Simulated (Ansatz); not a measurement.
The input, for Ansatz 0.2.0:

```yaml
crystal:
  periodic: [false, false, false]
  atoms:
    - {symbol: Be, position_ang: [0.000000, 0.000000, 0.000000]}
    - {symbol: H, position_ang: [1.235833, 0.012393, 0.000000]}
    - {symbol: H, position_ang: [-0.628649, 1.064062, -0.002774]}
    - {symbol: H, position_ang: [-0.607184, -1.076455, 0.002774]}
basis:
  gaussian: {orbitals: "6-31++G**"}
total_charge: -1
hamiltonian: {xc: {name: B3LYP}}
```

```sh
$ ansatz run in.yaml --threads 1 --pin off --events-out ev --progress --plain --max-ram 2393MiB
```

Log:

```
354 factors; their error is unknown
mean field evaluation 1: about -449.1327 eV, gradient 1.0e1 eV
mean field evaluation 2: about -449.4353 eV, gradient 5.5e0 eV
mean field evaluation 4: about -449.5997 eV, gradient 4.9e-2 eV
mean field evaluation 8: about -449.5798 eV, gradient 3.9e-4 eV
mean field -449.57976217 eV, -16.5217515237 hartree, gradient 6.2e-5 eV, S^2 0.000000; 0 other end points of the search recorded, 0 dependent functions left out
reference -449.57997371 eV, -16.5217592975 hartree; 4, 4 occupied and 33, 33 virtual orbitals, 354 factors
Total energy: -449.57997371 eV, -16.5217592975 hartree
```

Ran on 1 thread of Arm Neoverse V1, shared host: 0.45 s wall, 0.2 GiB peak host memory.
